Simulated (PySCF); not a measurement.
Difluoroborane, BF₂H, SMILES FBF, point group C2v.

Force field and properties: PBE0/pcSseg-2 (PySCF, grid level 2). Vibrational terms come from second-order perturbation theory with semi-diagonal cubic constants, by steps of ±0.6 along the normal coordinates of each isotopologue. The parent has the commonest isotopes.

Equilibrium geometry (Å):

| atom | x | y | z |
| --- | --- | --- | --- |
| F1 | -0.7167 | -1.0620 | -0.0534 |
| B2 | 0.0495 | 0.0015 | -0.0218 |
| F3 | -0.5265 | 1.1792 | -0.0323 |
| H4 | 1.2347 | -0.0996 | 0.0161 |

(1) How much do zero-point and thermal motion change the parent's shieldings?

(2) And the bond lengths, in the parent and with ¹⁰B at 2?

(3) What are the dipole moments?

The study (79 SCF points, 122 basis functions) took 4.2 min on 1 thread of Arm Neoverse V1, on a host shared with other jobs (rough), peak memory 0.57 GiB, launched as `OMP_NUM_THREADS=1 python ens_run.py task.json out`.

## Answers

(1) 
```csv
atom,σe (ppm),"anharmonic part, 0 K","harmonic part, 0 K",Δσ at 0 K,Δσ at 250 K,Δσ at 300 K
F1,236.36,-1.20,-3.93,-5.13,-5.30,-5.39
B2,76.74,-0.30,-0.28,-0.59,-0.63,-0.64
H4,26.91,-0.15,-0.24,-0.38,-0.39,-0.39
```

(2) 
| bond | re (Å) | ⟨r⟩ at 0 K | between mean positions | ⟨r⟩, labelled |
| --- | --- | --- | --- | --- |
| F1–B2 | 1.3112 | 1.3173 | 1.3161 | 1.3175 |
| B2–H4 | 1.1901 | 1.2116 | 1.1984 | 1.2116 |

(3) 0.917 D at equilibrium; averaged at 0 K: parent 0.920 D; ¹⁰B at 2 0.920 D; ²H at 4 0.924 D; ¹⁰B at 2, ²H at 4 0.925 D. Measured: 0.971 D (NIST CCCBDB Release 22 (SRD 101), experimental dipoles).
